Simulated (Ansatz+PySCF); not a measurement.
Values are calculated unless marked as measured or tabulated.
# Several solutions for triplet LiNH2

```xyz
4

N     0.0000    0.0000   -0.2879
H     0.0000    0.0000    2.0151
Li   30.0000    0.0000   -0.5992
H    30.0000    0.0000    1.7976
```

Basis set: 6-31G (spherical functions). Charge 0, multiplicity 3.

CASSCF(4,4) was run from several starts with Ansatz (development build ahead of 0.2.0) and PySCF 2.14.0. The starts are those of the Hartree–Fock orbitals from which the active space was taken at the frontier.

| run | program | start | converged | energy (hartree) | <S²> |
| --- | --- | --- | --- | --- | --- |
| A | Ansatz | stability test followed | yes | -62.82964 | 2.00 |
| B | PySCF | program defaults | yes | -62.68100 | 2.00 |
| C | Ansatz | search for the lowest state | yes | -62.71318 | 2.00 |
| D | Ansatz | atomic start, no search | yes | -62.68100 | 2.00 |

(1) Which runs reached the lowest solution of this kind, and what is wrong with the others?

Results:

(1) A reached the lowest solution found. Converged but too high: B by 4.04 eV, C by 3.17 eV, D by 4.04 eV. Convergence only shows a stationary point; in CASSCF the end hangs on which orbitals enter the active space. Caution: other starts end on other solutions of this active space.
